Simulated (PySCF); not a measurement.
Compound: (E)-2-butenenitrile, C₄H₅N.
Numbering: `[CH3:1]/[CH:2]=[CH:3]/[C:4]#[N:5]` (hydrogens: H6, H7, H8 on C1; H9 on C2; H10 on C3)

The same species was optimised twice, with GFN2-xTB and with PBE0-D3(BJ)/def2-SVP (PySCF), and the same property calculations (PySCF, gas phase) were run on both structures.

```csv
coordinate,GFN2-xTB,PBE0-D3(BJ)/def2-SVP,change
C3–C4 (Å),1.407,1.426,+0.019
C2–H9 (Å),1.083,1.096,+0.013
C4≡N5 (Å),1.147,1.160,+0.013
C1–H6 (Å),1.090,1.103,+0.013
C1–H8 (Å),1.090,1.103,+0.013
C3–H10 (Å),1.083,1.096,+0.013
C1–H7 (Å),1.087,1.099,+0.012
C2=C3 (Å),1.333,1.343,+0.010
C1–C2 (Å),1.485,1.486,+0.001
C3–C2–H9 (°),119.6,118.2,-1.4
H6–C1–H8 (°),107.3,106.3,-1.0
C1–C2–H9 (°),116.2,117.2,+1.0
C2–C3–H10 (°),121.8,121.0,-0.8
C4–C3–H10 (°),115.6,116.3,+0.7
C2–C1–H6 (°),109.9,110.6,+0.7
C2–C1–H8 (°),109.9,110.6,+0.7
C2–C1–H7 (°),111.5,112.1,+0.6
```

Rotational constants: A = 38716, B = 2338, C = 2236 MHz (GFN2-xTB) against A = 38178, B = 2294, C = 2194 MHz (PBE0-D3(BJ)/def2-SVP). Point groups within 0.08 Å: Cs and Cs. Atoms that the bonding makes alike are paired by their places after alignment.

On the GFN2-xTB structure: HOMO (eV) -7.98 [PBE0/pcSseg-1]; LUMO (eV) -1.32 [PBE0/pcSseg-1]; dipole (D) 4.75 [PBE0/pcSseg-1]; GIAO shielding of C1 (ppm) 163.3 [PBE0/pcSseg-1]; GIAO shielding of C2 (ppm) 25.5 [PBE0/pcSseg-1]; GIAO shielding of C3 (ppm) 79.6 [PBE0/pcSseg-1]; GIAO shielding of C4 (ppm) 64.7 [PBE0/pcSseg-1]; GIAO shielding of N5 (ppm) -47.6 [PBE0/pcSseg-1].

Q: What do these properties become on the PBE0-D3(BJ)/def2-SVP structure?

A: 
```tsv
property	level	on GFN2-xTB	on PBE0-D3(BJ)/def2-SVP	change
HOMO (eV)	PBE0/pcSseg-1	-7.98	-7.96	+0.02
LUMO (eV)	PBE0/pcSseg-1	-1.32	-1.38	-0.06
dipole (D)	PBE0/pcSseg-1	4.75	4.80	+0.05
energy, GFN2-xTB geometry as zero (kcal/mol)	PBE0/pcSseg-1	0.0	-0.3	-0.3
GIAO shielding of C1 (ppm)	PBE0/pcSseg-1	163.3	161.9	-1.4
GIAO shielding of C2 (ppm)	PBE0/pcSseg-1	25.5	23.7	-1.8
GIAO shielding of C3 (ppm)	PBE0/pcSseg-1	79.6	75.8	-3.8
GIAO shielding of C4 (ppm)	PBE0/pcSseg-1	64.7	62.3	-2.4
GIAO shielding of N5 (ppm)	PBE0/pcSseg-1	-47.6	-53.9	-6.3
```

The heavy atoms differ by 0.017 Å rms after alignment. Among all bonds C3–C4 changes most (+0.019 Å). Changes are differences of the printed values. Neither structure is proved a minimum here.
